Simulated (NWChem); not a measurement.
## Correlation energy of disulfur (S₂)

```
S
S 1 1.9039
```
Charge 0, spin multiplicity 3.

All runs are NWChem calculations. All single points use one geometry, from UPBE0/def2-SVP, a minimum by its harmonic frequencies.

Basis set: STO-3G. Each correlation energy counts from its own Hartree-Fock reference.

The correlated methods keep 10 core orbitals frozen. The unpaired electrons of the parent sit in orbitals of symmetry b2g and b3g (D2h labels of the run); other states weren't searched. No SCF solution was tested for a lower state. Open-shell Hartree-Fock references start from PBE0 orbitals. Coupled-cluster values serve here as a point of comparison, not as the truth.

Question: For the correlation energy, CCSD on ROHF gives -70.7 mHa and CCSD(T) on UHF gives -70.2 mHa. What do CCSD on UHF, CCSD(T) on ROHF, SCS-UMP2 give?

Answer: CCSD on UHF: -69.7 mHa; CCSD(T) on ROHF: -71.3 mHa; SCS-UMP2: -48.1 mHa.
